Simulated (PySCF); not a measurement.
C5H6.
Numbering: `[CH2:1]=[CH:2][C:3]#[C:4][CH3:5]` (hydrogens: H6, H7 on C1; H8 on C2; H9, H10, H11 on C5)

Level: wB97X-D/pcSseg-2 in PySCF, non-relativistic, on one gas-phase PBE0-D3(BJ)/def2-TZVP geometry that isn't relaxed in the solvent. The solvent is an IEF-PCM continuum (van der Waals radii × 1.2). Specific hydrogen bonds and non-electrostatic terms are outside this model.

Gas phase at wB97X-D/pcSseg-2: HOMO -8.51 eV, LUMO 1.06 eV, dipole 0.67 D.

What does the continuum do to the energy, the frontier levels and the dipole at wB97X-D/pcSseg-2 in chloroform?

```json
{"solvent": "chloroform", "ε": "4.711", "E(solvent) − E(gas) (kJ/mol)": "-9.90", "polarisation term (kJ/mol)": "-10.89", "distortion of the solute (kJ/mol)": "0.99", "HOMO (eV)": "-8.59", "LUMO (eV)": "1.01", "dipole (D)": "0.79"}
```

The first energy column is the sum of the next two and covers electrostatics alone.

wB97X-D is run here without its empirical dispersion term; that term would change no orbital, density or response property at a fixed geometry.
